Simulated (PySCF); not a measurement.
# C4H9F (1-fluorobutane): the cost of one run

Programs: PySCF 2.14.0, with density-fitted response routines of our own. Each step states its level of theory. These are calculated values for one molecule in the gas phase, unless marked as measured. Atoms count from 0, in the outputs and in this text.

## Step 1: The molecule as given

14 atoms, charge 0, multiplicity 1; geometry from: GFN2-xTB. The atoms were then displaced at random by about 0.01 Å, so the start is not that level's minimum.

Bonds of the start (Å): C0–C1 1.49, C1–C2 1.52, C2–C3 1.57, C3–F4 1.36, C0–H5 1.08, C0–H6 1.11, C0–H7 1.08, C1–H8 1.12, C1–H9 1.09, C2–H10 1.08, C2–H11 1.09, C3–H12 1.06, C3–H13 1.09.

## Step 2: Relaxing the molecule at PBE0-D3(BJ)/def2-SVP

What the job is given:

```
{"job": {"xc": "PBE0", "basis": "def2-SVP", "d3": "d3bj", "grid": 1, "shake": 0.01, "kind": "geom"}, "charge": 0, "multiplicity": 1}
C     -1.926890    -0.067440    -0.087880
C     -0.554030    -0.223290     0.482260
C      0.510620     0.179040    -0.529320
C      1.965080     0.015950     0.044220
F      2.135570     0.879810     1.080160
H     -2.082510    -0.659890    -0.977100
H     -2.106830     0.992470    -0.376010
H     -2.683910    -0.317160     0.636190
H     -0.443150     0.400000     1.400500
H     -0.405040    -1.264880     0.783630
H      0.444990    -0.435510    -1.411270
H      0.398200     1.226700    -0.800400
H      2.670970     0.249380    -0.709840
H      2.069780    -0.990280     0.457110
```

The run is started by

```console
OMP_NUM_THREADS=1 python probes_run.py task.json out
```

The driver reads the jobs from task.json and runs them one after another.

**Question.** How long does this first job take on 1 thread of Arm Neoverse N1, shared host, and how much memory does it need?

About 31 s, with a peak of 0.47 GiB.
